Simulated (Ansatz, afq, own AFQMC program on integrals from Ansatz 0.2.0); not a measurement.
Two steps: Ansatz 0.2.0 writes the Fock matrix and Cholesky factors of the valence space, and afq projects on them the lowest state that overlaps trial and start.

```yaml
crystal:
  periodic: [false, false, false]
  atoms:
    - {symbol: Al, position_ang: [0.000000, 0.000000, 1.577672]}
    - {symbol: Al, position_ang: [0.000000, 0.000000, -1.629243]}
    - {symbol: H, position_ang: [0.000000, 1.833855, 2.542753]}
    - {symbol: H, position_ang: [0.000000, -1.833854, 2.542753]}
    - {symbol: H, position_ang: [0.000000, 0.000000, -3.704995]}
basis:
  gaussian: {orbitals: cc-pVDZ}
magnetization: {spin_polarized: false, initial_magnetization: 1}
correlation: {method: ccsd_t, electrons: outside_noble_gas, hamiltonian_folder: ham}
```

```sh
$ ansatz run in.yaml --threads 1 --pin off --events-out ev --progress --plain --max-ram 1382MiB
```

afq runs on the folder ham with

```
--method phaseless --trial cisd --walkers 60 --populations 1 --least-time 40 --time-step 0.005 --steps-per-block 50 --equilibration-blocks 40 --max-blocks 300 --target-error 0.00072 --factor-cut 1e-05 --start spin_pure --seed 5533 --release-times 0.24,0.51,0.99,1.62,2.4 --release-step 0.03 --release-every 4 --taylor-order 6
```

Times are imaginary, in 1/Eh. The walk had a cap of 1455 s.

Output of the walk:

```
orbitals 41  electrons 5 4  factors 286 of 490
reference energy -485.37996378 Eh
CCSD correlation -0.17165593 Eh in 16 cycles, weight of the determinant in the CISD state 0.8128
energy of the start -485.551620 Eh
 block  time / (1/Eh)  mean weight  energy / Eh
     1     0.250  1.0003  -485.548709
     2     0.500  0.9989  -485.548530
     3     0.750  1.0009  -485.549230
     4     1.000  0.9991  -485.549552
     5     1.250  1.0004  -485.549629
     7     1.750  1.0001  -485.551666
     9     2.250  0.9996  -485.554066
    11     2.750  1.0008  -485.552977
    21     5.250  0.9982  -485.562411
    31     7.750  1.0015  -485.558167
    41    10.250  0.9991  -485.555684
    51    12.750  0.9992  -485.557712
    61    15.250  0.9995  -485.557072
    71    17.750  1.0007  -485.561884
    76    19.000  0.9982  -485.564940
    81    20.250  0.9994  -485.554687
    91    22.750  0.9983  -485.558520
   101    25.250  0.9985  -485.555133
   111    27.750  1.0005  -485.555766
   121    30.250  1.0002  -485.558409
   126    31.500  0.9984  -485.553099
   131    32.750  1.0012  -485.561500
   141    35.250  0.9996  -485.556844
   151    37.750  0.9993  -485.555379
   161    40.250  0.9974  -485.561587
   171    42.750  0.9994  -485.556993
   181    45.250  0.9999  -485.556420
   191    47.750  1.0004  -485.564869
   196    49.000  1.0019  -485.558647
blocks merged  error / Eh  count
     1  0.000253  160
     2  0.000307  80
     4  0.000332  40
     8  0.000369  20
    16  0.000485  10
released: time / (1/Eh)  energy / Eh  error  mean overlap
  0.24  -485.558620  0.000517  1.0028
  0.51  -485.558798  0.000499  1.0039
  0.99  -485.558506  0.000616  0.9949
  1.62  -485.558922  0.000554  0.9975
  2.40  -485.559197  0.000786  0.9964
energy -485.557967 +/- 0.000369 Eh
(rows thinned)
```

The run passed its tests (sampling time, drift between the halves within three errors, error under three times the target), which doesn't prove that it has relaxed.

Against this walk (error 10.0 meV) on the same determinant: CCSD(T) 30.2 meV higher, CCSDT(Q) 30.0 meV lower. The error is statistical and leaves out the bias of the constraint. Released to 1.62 1/Eh the energy moves by -26 ± 18 meV (both errors), within twice the noise.

Cautions: constraint bias not in the error; higher spins were not checked; a spin-contaminated unrestricted determinant lies lower (UHF 292 meV lower, ⟨S²⟩ 0.91); raised T1 diagnostic (T1 0.042, weight of the determinant 0.81, largest double 0.07); the bias of populations of 60 walkers isn't removed.

The walk took 5.5 min on 1 thread of Intel(R) Xeon(R) 6975P-C (Granite Rapids) (shared host). The log's last line is the phaseless energy.

CCSDT and higher add their correlation energy to the determinant of the CCSD(T) run, since their own runs factorise the integrals more tightly (a shift of under 2 meV). A walk keeps the symmetry of its determinant, which the program's search chose and which needn't be the lowest solution, so a lower state of the same spin and another symmetry isn't excluded.
